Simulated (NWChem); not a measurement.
# SiH3Cl (SiClH3): revPBE0/STO-3G

What is the vertical ionisation energy of SiH3Cl (SiClH3) at revPBE0/STO-3G? 

The results are computed with NWChem 7.3.0.

4 further runs of the same task are left out: 1 that didn't finish, 3 set aside as unsound or not needed.

### 1 The molecule

SiH3Cl has 5 atoms, charge 0, and is taken as a singlet. SMILES: `[H][Si]([H])([H])Cl`. The shape is that of a GFN2-xTB optimisation.

Bond lengths: Si1–Cl2 2.010 Å, Si1–H3 1.458 Å, Si1–H4 1.458 Å, Si1–H5 1.458 Å. Angles: Cl2–Si1–H3 108.3°, Cl2–Si1–H4 108.2°, Cl2–Si1–H5 108.0°, H3–Si1–H4 110.8°, H3–Si1–H5 110.8°, H4–Si1–H5 110.7°.

### 2 The energy at revPBE0/STO-3G

Input file run.nw:

```
start run
memory stack 880 mb heap 220 mb global 1100 mb
charge 0
geometry units au noautosym nocenter noautoz
   Si     0.00054802     0.00366607    -0.24454946
   Cl     0.02020117    -0.03938189     3.55387564
   H      2.61222511     0.02118383    -1.12421697
   H     -1.32422558     2.27466334    -1.07049206
   H     -1.30872983    -2.26015024    -1.11463606
end
basis spherical bse
   * library STO-3G
end
dft
   xc revpbe 0.75 cpbe96 1.0 hfexch 0.25
   grid fine
   mulliken
   print low
end
task dft
```

On the command line:

```
$ nwchem run.nw > run.out
```

Output:

```text
[...]
 d= 0,ls=0.0,diis     1   -743.0344652726 -8.31D+02  4.81D-02  1.65D-01     0.6
[...]
 d= 0,ls=0.0,diis     6   -743.0763067403 -1.98D-08  8.07D-07  1.30D-10     2.1
         Total DFT energy =     -743.076306740256
      One electron energy =    -1205.247160461834
           Coulomb energy =      424.298841309292
    Exchange-Corr. energy =      -50.226835913750
 Nuclear repulsion energy =       88.098848326036
[...]
      Total Density - Mulliken Population Analysis
     ---------------------------------------------
    Atom       Charge   Shell Charges
 -----------   ------   -------------------------------------------------------
    1 Si  14    13.36   2.00  1.98  5.88  1.24  2.26
    2 Cl  17    17.35   2.00  2.00  5.99  1.99  5.37
    3 H    1     1.10   1.10
    4 H    1     1.10   1.10
    5 H    1     1.10   1.10
[...]
```

It took 3.3 s on 1 thread of Intel Xeon Platinum 8259CL at 2.50GHz (Skylake/Cascade Lake), shared host; peak memory 0.11 GiB.

### 3 The doublet cation, same level

Input file mol.xyz:

```xyz
5

Si     0.000290     0.001940    -0.129410
Cl     0.010690    -0.020840     1.880630
H      1.382330     0.011210    -0.594910
H     -0.700750     1.203700    -0.566480
H     -0.692550    -1.196020    -0.589840
```

Input file run.py:

```python
from ase.io import read
from ase.calculators.nwchem import NWChem

mol = read('mol.xyz')

calc = NWChem(
    label='mol',
    theory='dft',
    memory='2200 mb',
    basis='STO-3G',
    basispar='spherical bse',
    charge=1,
    dft={'xc': 'revpbe 0.75 cpbe96 1.0 hfexch 0.25', 'mult': '2', 'grid': 'fine', 'iterations': '150', 'mulliken': None},
    task='energy',
)
mol.calc = calc

e = mol.get_potential_energy()
print(f"E = {e:.6f} eV")
```

On the command line:

```
$ export ASE_NWCHEM_COMMAND="nwchem PREFIX.nwi > PREFIX.nwo"
$ python run.py
```

Output:

```text
E = -20209.978651 eV
```

The calculator wrote mol.nwi:

```
title "mol"

permanent_dir mol

scratch_dir mol

start mol

geometry units angstrom nocenter noautosym noautoz
  Si 2.9000000000000000e-04 1.9400000000000001e-03 -1.2941000000000000e-01
  Cl 1.0690000000000000e-02 -2.0840000000000001e-02 1.8806300000000000e+00
  H  1.3823300000000001e+00 1.1209999999999999e-02 -5.9491000000000005e-01
  H  -7.0074999999999998e-01 1.2037000000000000e+00 -5.6647999999999998e-01
  H  -6.9255000000000000e-01 -1.1960200000000001e+00 -5.8984000000000003e-01
end

charge 1

memory 2200 mb

basis spherical bse noprint
   * library STO-3G
end

dft
  xc revpbe 0.75 cpbe96 1.0 hfexch 0.25
  mult 2
  grid fine
  iterations 150
  mulliken
end

task dft energy
```

mol.nwo:

```text
Northwest Computational Chemistry Package (NWChem) 7.3.0
             --------------------------------------------------------

           Job information
           ---------------

    nwchem branch   = 7.3.0
    use scalapack   = T
    input           = mol.nwi
    prefix          = mol.
    data base       = mol/mol.db
    status          = startup
    nproc           =        1

           Memory information
           ------------------

    heap     =     72089598 doubles =      550.0 Mbytes
    stack    =     72089595 doubles =      550.0 Mbytes
    global   =    144179200 doubles =     1100.0 Mbytes (distinct from heap & stack)
    total    =    288358393 doubles =     2200.0 Mbytes
    verify   = yes
    hardfail = no

           Directory information
           ---------------------

  0 permanent = mol
  0 scratch   = mol

[... 31 lines left out ...]
            Nuclear Dipole moment (a.u.)
[... 76 lines left out ...]
          Convergence on gradient requested:  5.00D-04
[... 24 lines left out ...]
          Convergence aids based upon iterative change in
[... 30 lines left out ...]
 1-e energy   =   -1171.622725
[... 53 lines left out ...]
         Total DFT energy =     -742.703022647485
[... 2 lines left out ...]
    Exchange-Corr. energy =      -49.683838637966
[... 159 lines left out ...]
                     DFT Final Beta Molecular Orbital Analysis
[... 222 lines left out ...]
   alpha     21
    beta     21
 overlap   0.993

     --------------------------
     Expectation value of S2:
     --------------------------
      <S2> =      0.7532 (Exact =     0.7500)

 center of mass
 --------------
 x =   0.01062391 y =  -0.01877538 z =   1.72956254

 moments of inertia (a.u.)
 ------------------
         260.066680495978           0.013500715394          -1.233734086252
           0.013500715394         260.049460991058           2.716138238883
          -1.233734086252           2.716138238883          20.772056406759

     Multipole analysis of the density
     ---------------------------------

     L   x y z        total         alpha         beta         nuclear
     -   - - -        -----         -----         ----         -------
     0   0 0 0      1.000000    -17.000000    -16.000000     34.000000

     1   1 0 0     -0.186224     -0.074224     -0.442361      0.330362
[... 8 lines of this table left out ...]
     2   0 0 2    -13.997910   -121.629119   -111.568797    219.200006

 Task  times  cpu:       13.1s     wall:       13.1s
 Total times  cpu:       13.1s     wall:       13.1s
```

Run time: 15 s. Hardware: 1 thread of Intel Xeon Platinum 8259CL at 2.50GHz (Skylake/Cascade Lake), shared host; peak memory 0.11 GiB.

### 4 Results

At revPBE0/STO-3G:

| quantity | value |
| --- | --- |
| singlet SiH3Cl: total energy | -743.07631 Eh |
| doublet cation: total energy | -742.70302 Eh |
| doublet cation: HOMO energy (highest over α and β) | -15.37 eV |
| doublet cation: LUMO energy (lowest over α and β) | -13.40 eV |
| doublet cation: ⟨S²⟩ | 0.753 |
| vertical ionisation energy (to the doublet cation) | 10.158 eV |

In words: Removing an electron at fixed nuclei costs 10.16 eV (980 kJ/mol). In a minimal basis such a difference can be off by several eV, whatever the method.
